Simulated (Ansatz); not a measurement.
Energy needed to pull apart H₂O (SMILES O), closed shell, into free ground-state atoms, from the structure below (displaced at random from a GFN2-xTB minimum); no zero-point or spin–orbit terms; open-shell atoms are treated unrestricted, in their ground-state multiplicity.

```tsv
atom	x (Å)	y (Å)	z (Å)
O1	-0.2690	0.1954	-0.1333
H2	0.4952	0.5489	0.2609
H3	-0.1178	-0.7925	-0.2062
```

Ansatz 0.2.0; basis: def2-TZVPP; cores frozen in the correlated methods.

```json
{"method": "PBE-D4", "atomization energy (kJ/mol)": "969"}
{"method": "r2SCAN-D4", "atomization energy (kJ/mol)": "951"}
{"method": "B97M-V", "atomization energy (kJ/mol)": "947"}
{"method": "PBE0-D4", "atomization energy (kJ/mol)": "939"}
{"method": "r2SCANh-D4", "atomization energy (kJ/mol)": "?"}
{"method": "wB97M-V", "atomization energy (kJ/mol)": "959"}
{"method": "HF", "atomization energy (kJ/mol)": "641"}
{"method": "MP2", "atomization energy (kJ/mol)": "?"}
{"method": "CCSD", "atomization energy (kJ/mol)": "927"}
{"method": "CCSD(T)", "atomization energy (kJ/mol)": "940"}
```

What does MP2 give? (An estimate is asked for; the value comes from the calculation.)

By the calculation: 955 kJ/mol, which is about 15 kJ/mol more than CCSD(T)/def2-TZVPP.

What does r2SCANh-D4 give? (Judge from chemistry; the value comes from the calculation.)

Computed: 941 kJ/mol, which is about 1 kJ/mol more than CCSD(T)/def2-TZVPP.

In triple zeta the MP2 and coupled-cluster atomization energies are still short of their basis limit by a few kcal/mol a bond, whereas those of the functionals are nearly converged, so these differences are not deviations from converged CCSD(T).

No T1 diagnostic of these runs exceeds 0.008.

For scale, one of the runs: CCSD(T)/def2-TZVPP forces, 59 basis functions (an equivalent command: `ansatz run in.yaml --threads 4`). Hardware: 4 CPU threads, shared host. Wall time about 0.55 s.
